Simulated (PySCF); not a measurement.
Species: MgMe(SiH3), CH₆MgSi.
Geometry (PBE0-D3(BJ)/def2-SVP, Å), atoms numbered from 1 in this order:
```xyz
9
CH6MgSi angstrom
Mg     0.012    0.018    0.280
C     -0.001   -0.005    2.374
H     -1.010   -0.205    2.775
H      0.331    0.955    2.805
H      0.665   -0.786    2.781
Si     0.003    0.009   -2.311
H      1.331    0.380   -2.912
H     -0.991    0.970   -2.901
H     -0.341   -1.335   -2.891
```

The closed-shell ground state was solved at several levels (PySCF, density fitting, gas phase, non-relativistic).

```csv
level,basis functions,HOMO (eV),LUMO (eV),gap (eV),dipole (D)
wB97X-D/pcSseg-1,87,-8.45,0.83,9.28,1.10
PBE0/def2-SVPD,113,-6.58,-0.81,5.77,1.05
```

Question: What might PBE0/pcSseg-1 (87 basis functions) give for the same quantities?

Answer: HOMO -6.66 eV, LUMO -0.63 eV, gap 6.03 eV, dipole 1.07 D.

Question: Over all these levels, which gives the widest orbital gap and which the narrowest?

Answer: wB97X-D/pcSseg-1 (range-separated hybrid) has the widest, 9.28 eV, and PBE0/def2-SVPD (global hybrid, 25 % exact exchange) the narrowest, 5.77 eV. Functional and basis both differ between the two, so the spread mixes both effects.

Question: How far do the dipole and the HOMO energy spread over the levels?

Answer: The dipole runs from 1.05 to 1.10 D (mean 1.08 D) and the HOMO from -8.45 to -6.58 eV.
